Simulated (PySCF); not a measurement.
# OCS (SMILES O=C=S) at B97-K/TZV

What is the electrostatic solvation energy at fixed shape (IEF-PCM, acetonitrile) of OCS at B97-K/TZV? Input form: a Python script.

The results are computed with PySCF 2.14.0.

1 further run of the same task is left out (it didn't finish).

## Step 1: Starting point

OCS has 3 atoms, charge 0, and is taken as a singlet. As SMILES, `O=C=S`. The shape is that of a GFN2-xTB optimisation.

Bond lengths: O1–C2 1.154 Å, C2–S3 1.538 Å. Angles: O1–C2–S3 179.7°.

## Step 2: Energy and forces at B97-K/TZV

Contents of input.xyz:

```xyz
3

O      0.917690     0.682680     0.579560
C      0.092740     0.066300     0.058350
S     -1.010430    -0.748980    -0.637910
```

Contents of calc.py:

```python
from pyscf import gto, dft

mol = gto.Mole()
mol.atom = 'input.xyz'
mol.max_memory = 1860
mol.basis = 'tzv'
mol.verbose = 3
mol.charge = 0
mol.symmetry = True
mol.build()

ks = dft.RKS(mol, xc='b97-k')
ks.kernel()

e_final = ks.e_tot
print(f'total energy: {e_final:.8f} hartree')
grad = ks.nuc_grad_method().kernel()
```

Command:

```
$ OMP_NUM_THREADS=1 python calc.py
```

Standard output:

```text
converged SCF energy = -511.341526037483
total energy: -511.34152604 hartree
--------------- SymAdaptedRKS gradients ---------------
         x                y                z
0 O    -0.0275145988    -0.0201396925    -0.0173498442
1 C    -0.0245553228    -0.0185698851    -0.0155324062
2 S     0.0520754629     0.0387899144     0.0328919605
----------------------------------------------
```

Wall time 2.5 s (1 thread of Arm Neoverse V2, shared host); peak memory 0.36 GiB.

## Step 3: Energy and gradient at B97-K/TZV (IEF-PCM acetonitrile)

Contents of geometry.xyz:

```xyz
3
COS
O      0.917690     0.682680     0.579560
C      0.092740     0.066300     0.058350
S     -1.010430    -0.748980    -0.637910
```

Contents of calc.py:

```python
from pyscf import gto, dft, solvent

mol = gto.M(
    atom='geometry.xyz',
    max_memory=1860,
    basis='tzv',
    verbose=3,
    symmetry=True,
)

mf = dft.RKS(mol, xc='b97-k')
mf = mf.PCM()
mf.with_solvent.method = 'IEF-PCM'
mf.with_solvent.eps = 35.688  # acetonitrile
mf.kernel()

etot = mf.e_tot
print('E = %.10f Eh' % etot)
grad = mf.nuc_grad_method().kernel()
```

Command:

```
$ OMP_NUM_THREADS=1 python calc.py
```

Standard output:

```text
WARN: PCM is an experimental feature. It is still in testing.
Features and APIs may be changed in the future.

converged SCF energy = -511.344272956871
E = -511.3442729569 Eh
--------------- PCMSymAdaptedRKS (+PCM) gradients ---------------
         x                y                z
0 O    -0.0286176084    -0.0209643699    -0.0180466793
1 C    -0.0224796424    -0.0170328049    -0.0142267519
2 S     0.0511031936     0.0380776701     0.0322833833
----------------------------------------------
```

Wall time 4.5 s (1 thread of Arm Neoverse V2, shared host); peak memory 0.39 GiB.

## Step 4: What came out

At B97-K/TZV:

| quantity | value |
| --- | --- |
| gas phase: total energy | -511.34153 Eh |
| gas phase: dipole moment | 0.61 D |
| gas phase: HOMO energy | -9.35 eV |
| gas phase: LUMO energy | 0.07 eV |
| gas phase: HOMO–LUMO gap | 9.43 eV |
| gas phase: largest force on an atom | 3.743 eV/Å |
| IEF-PCM, acetonitrile: total energy | -511.34427 Eh |
| IEF-PCM, acetonitrile: dipole moment | 0.73 D |
| IEF-PCM, acetonitrile: HOMO energy | -9.19 eV |
| IEF-PCM, acetonitrile: LUMO energy | 0.24 eV |
| IEF-PCM, acetonitrile: HOMO–LUMO gap | 9.43 eV |
| IEF-PCM, acetonitrile: solvent term in the energy | -7.8 kJ/mol |
| IEF-PCM, acetonitrile: largest force on an atom | 3.674 eV/Å |
| energy change from gas to solvent at fixed shape | -0.075 eV |

In words: The solvent model (IEF-PCM, acetonitrile) lowers the energy by 0.07 eV (−1.7 kcal/mol) at the same shape. It holds the electrostatic part alone, without cavity or dispersion terms. The largest force (IEF-PCM, acetonitrile) is 3.67 eV/Å: the shape isn't a stationary point for this species at this level. The largest force (gas phase) is 3.74 eV/Å: the shape isn't a stationary point for this species at this level.
